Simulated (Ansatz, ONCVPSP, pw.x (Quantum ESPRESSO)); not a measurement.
## From atom to crystal: ONCV potential for Sn (Z = 50)

- Element: tin
- Generator: ONCVPSP 4.0.1
- Type: optimised norm-conserving Vanderbilt (ONCV)
- Functional: LDA (Perdew-Wang 92)
- Relativity: scalar-relativistic
- Frozen core: [Kr] 4d10
- Valence charge: 4
- Reference configuration: 5s2 5p1 (charge +1)
- Partial waves: 5s: rc 2.10 bohr, ncon 4, nbas 8, qcut 2.7 1/bohr, 2 projectors, debl 0.4 Ha; 5p: rc 2.20 bohr, ncon 3, nbas 6, qcut 4.1 1/bohr, 2 projectors, debl 1.1 Ha
- Local potential: polynomial inside 1.70 bohr (lpopt 4, dvloc0 2 Ha)
- Core correction: polynomial model core, fcfact 0.44

In the s channel the program set the typed energies aside and used -0.667, 0.250 Ha.

Crystal test: bcc Sn in pw.x 7.5, no spin, 12³ k-points, Fermi–Dirac smearing 0.01 Ry, cutoffs 90/360 Ry. The reference is all-electron LAPW (Ansatz 0.2.0) with the same functional, mesh and smearing; V0 and B0 come from Birch–Murnaghan fits to the pressures at five volumes. Errors are pseudo minus all-electron; Δ is the rms difference of the E(V) curves that follow from these fits, minima aligned, over ±6 % about the mean V0. Mesh and smearing are coarse, so the numbers serve the comparison and aren't converged zero-temperature values; the lattice is a test structure that the element need not adopt.

```tsv
V (Å³/atom)	P all-electron (GPa)	P pseudo (GPa)
24.360	2.84	-21.25
25.001	1.08	-20.88
25.642	-0.44	-20.51
26.283	-1.76	-20.14
26.924	-2.90	-19.76
```

All-electron: a0 = 3.706 Å (V0 = 25.45 Å³/atom), B0 = 58.7 GPa.

Pseudopotential: mean pressure error (GPa): -20.27. The pressure does not cross zero within the volumes sampled, so no fit is given. This is a poor potential for the solid. The pseudo pressure rises with volume over the whole range, a mechanical instability.

Task: At the middle volume, how do free energy and pressure move when the wave cutoff is lowered (ecutrho kept at four times it)?

Result:

```tsv
cutoff (Ry)	shift of F (meV/atom)	shift of P (GPa)
40	+57.4	-0.53
54	+47.0	-0.23
72	+11.2	-0.50
```

The run at the middle volume (72 k-points, 6 iterations) took about 30 s on one core of a shared host (Intel(R) Xeon(R) Processor @ 2.60GHz, 24 threads, 31 GiB, load 4).
